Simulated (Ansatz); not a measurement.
A calculation with Ansatz (development build ahead of 0.2.0).

```yaml
crystal:
  periodic: [false, false, false]
  atoms:
    - { symbol: P, position_ang: [0.0, 0.0, -0.51154] }
    - { symbol: "N", position_ang: [0.0, 0.0, 1.09616] }
basis:
  gaussian: { orbitals: def2-TZVP }
hamiltonian:
  xc: hf
```

The input is written out in the form of the current development build from the run's settings.

The run gave:

```json
{
 "Converged": "yes",
 "Total energy": "-395.14549 hartree",
 "Spin squared of the determinant": "0.000"
}
```

Caution: in another basis set an unrestricted determinant lies well below.
